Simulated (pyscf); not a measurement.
H₂N–SiH: [singlet] + ammonia (NH₃) → HN=SiH₂ + ammonia (NH₃) (concerted two-bond exchange; singlet surface; H–N, H–N broken, H–Si, H–N formed). Optimised with ωB97X-D3(BJ)/def2-SVP in PySCF. Correlated levels are frozen-core, on RHF or UHF. ΔMP2 is the change of the MP2 total energy from the triple- to the quadruple-zeta basis. Energies in kJ/mol from the separated reactants.

```tsv
level	barrier	reaction energy
ωB97X-D3(BJ)/def2-TZVP	[?]	+67.9
PBE/def2-TZVP	128.8	+62.8
B3LYP-D3(BJ)/def2-TZVP	155.9	+66.1
ωB97M-D3(BJ)/def2-TZVP	175.6	+76.0
HF/def2-TZVP	256.6	+83.8
CCSD(T)/def2-TZVPP	175.4	+66.5
CCSD(T)/def2-TZVPP + ΔMP2(QZVPP)	[?]	[?]
```

### Question
Complete the blanks.

### Answer

- ωB97X-D3(BJ)/def2-TZVP, barrier: 169.5
- CCSD(T)/def2-TZVPP + ΔMP2(QZVPP), barrier: 173.9
- CCSD(T)/def2-TZVPP + ΔMP2(QZVPP), reaction energy: +64.7

Of the functionals in the table, ωB97M-D3(BJ) is closest to CCSD(T)/def2-TZVPP + ΔMP2(QZVPP) in the barrier (1.7 kJ/mol apart) and PBE least close (45.2 kJ/mol); that level has limits of its own. On the reactant side the descent ends in a complex, 25.6 kJ/mol under the separated species and 195.1 kJ/mol under the saddle at ωB97X-D3(BJ)/def2-TZVP. On the product side the descent ends in a complex, 21.1 kJ/mol under the separated species and 122.7 kJ/mol under the saddle at ωB97X-D3(BJ)/def2-TZVP. The products may also form a dative adduct at HN=SiH₂; it and routes through it were not searched. The same reactants have a lower exit, to H₂N–Si:–NH₂ [singlet] + H₂ (barrier +78.6 kJ/mol at ωB97M-D3(BJ), against +175.6 kJ/mol here). One saddle was located; it need not be the lowest between these sides. The CCSD(T) − MP2 part came from Ansatz, without density fitting, on the same reference.
